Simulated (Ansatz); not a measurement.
Consider the atomization: `C=NC(N)(F)F` → 2 C• + 2 F• + 4 H• + 2 N•.

Isolated molecules relaxed with PBE0-D4/def2-TZVP in Ansatz; ΔE leaves out vibrations. CCSD(T)/CBS adds triple-zeta CCSD(T) − MP2 to the extrapolated MP2 energy (def2 sets, frozen cores). This one scheme is used for every species, atoms too. Functionals use def2-TZVPP. Open shells (•) are unrestricted, without spin–orbit coupling. Spin–orbit coupling would lower the free atoms: a little for C, F. Each species was taken in one conformer, which may not be the lowest.

```csv
level,ΔE (eV),difference from CCSD(T)/CBS
PBE-D4,42.53,1.91
r2SCAN,40.67,0.05
PBE0,40.85,0.23
HF/def2-TZVPP,26.73,-13.89
MP2/def2-TZVPP,40.51,-0.11
SCS-MP2/def2-TZVPP,40.11,-0.51
CCSD/def2-TZVPP,38.44,-2.18
HF/def2-QZVPP,26.80,-13.82
HF/CBS(def2),26.81,-13.81
CCSD/CBS(def2),39.74,-0.88
CCSD(T)/CBS,40.62,0
```

Largest T1 diagnostic among the species: 0.012.

The D4 term adds +0.29 eV with B3LYP and +0.15 eV with PBE0; it sums over pairs of atoms, weighted by their polarisabilities, and B3LYP, whose exchange is more repulsive, gets the larger term. In def2-TZVPP, CCSD(T) changes the Hartree–Fock value by +12.59 eV (the triples alone add +0.88 eV) and MP2 by +13.78 eV; breaking electron pairs costs correlation energy, which Hartree–Fock lacks.

B3LYP here is the variant with VWN-RPA as its local correlation; programs differ in this.

For atomizations the MP2-based limit and the directly extrapolated one differ by several kJ/mol either way, and by 10 to 25 for some Ge, Se and Sn compounds, so smaller differences from it don't rank the levels.
